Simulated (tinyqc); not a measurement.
Worked calculation: CCD on RHF in the sto-6g basis, frozen core, for H2O, spin multiplicity 1. One step of it, computed by the program tinyqc.

Problem. Iteration 8 (converged): orbitals. Diagonalise F' = X^T F X, C = X C', fill 5 alpha and 5 beta electrons from the bottom; D = 2 C_occ C_occ^T. Each column has its largest component positive (the first on a tie).

converged F (hartree), lower triangle:
```
             1O 1s      1O 2s     1O 2px     1O 2py     1O 2pz      2H 1s      3H 1s
1O 1s   -20.516821
1O 2s    -4.964205  -2.316753
1O 2px    0.000000   0.000000  -0.394384
1O 2py    0.000197   0.002122   0.000000  -0.261951
1O 2pz   -0.026075  -0.089049   0.000000   0.002353  -0.302432
2H 1s    -0.938036  -0.845677   0.000000  -0.364394  -0.339169  -0.455571
3H 1s    -0.959777  -0.859698   0.000000   0.367608  -0.341994  -0.292562  -0.465929
```

X:
```
                1          2          3         4          5          6          7
1O 1s   -0.318714  -0.014856   0.744244  0.000000  -0.617573   0.001312   0.164724
1O 2s    1.074492   0.038876  -0.301771  0.000000  -0.309315   0.002166   0.434519
1O 2px   0.000000   0.000000   0.000000  1.000000   0.000000   0.000000   0.000000
1O 2py  -0.037569   0.871337   0.000608  0.000000  -0.001178   0.692846  -0.003023
1O 2pz   0.510825   0.018550   0.653524  0.000000   0.630510   0.001645   0.208482
2H 1s   -0.644895  -0.822397  -0.168085  0.000000   0.137458   0.381991   0.379735
3H 1s   -0.717868   0.771183  -0.166105  0.000000   0.136447  -0.375591   0.384623
```

Give: F' = X^T F X; orbital energies; coefficients C; D after iteration 8.

Solution.

F' = X^T F X (hartree), lower triangle:
```
         1        2        3        4        5        6        7
1  -0.0782
2  -0.0384   0.6031
3   2.0235   0.1104  -9.0581
4   0.0000   0.0000   0.0000  -0.3944
5  -1.5349  -0.0909   8.9784   0.0000  -9.6889
6  -0.0018   0.1061  -0.0220   0.0000   0.0244  -0.5583
7   0.3373   0.0255  -3.8551   0.0000   4.1687  -0.0097  -2.8699
```

orbital energies (hartree): MO1 -20.5198, MO2 -1.2327, MO3 -0.5678, MO4 -0.4501, MO5 -0.3944, MO6 0.5053, MO7 0.6150

coefficients C:
```
            MO1      MO2      MO3      MO4     MO5      MO6      MO7
1O 1s    0.9968  -0.2258  -0.0018   0.0901  0.0000   0.1073   0.0051
1O 2s    0.0147   0.8745   0.0100  -0.4975  0.0000  -0.7194  -0.0367
1O 2px   0.0000   0.0000   0.0000   0.0000  1.0000   0.0000   0.0000
1O 2py   0.0000  -0.0021   0.6115   0.0058  0.0000  -0.0371   0.9302
1O 2pz   0.0026   0.0983  -0.0076   0.7521  0.0000  -0.7437  -0.0322
2H 1s   -0.0030   0.1429   0.4472   0.3228  0.0000   0.7595  -0.7267
3H 1s   -0.0031   0.1462  -0.4509   0.3127  0.0000   0.7030   0.7928
```

D after iteration 8, lower triangle:
```
          1O 1s    1O 2s  1O 2px   1O 2py  1O 2pz    2H 1s   3H 1s
1O 1s    2.1054
1O 2s   -0.4553   2.0253
1O 2px   0.0000   0.0000  2.0000
1O 2py  -0.0002   0.0028  0.0000   0.7480
1O 2pz   0.0964  -0.5765  0.0000  -0.0010  1.1506
2H 1s   -0.0140  -0.0623  0.0000   0.5501  0.5067   0.6492
3H 1s   -0.0142  -0.0645  0.0000  -0.5484  0.5059  -0.1596  0.6449
```
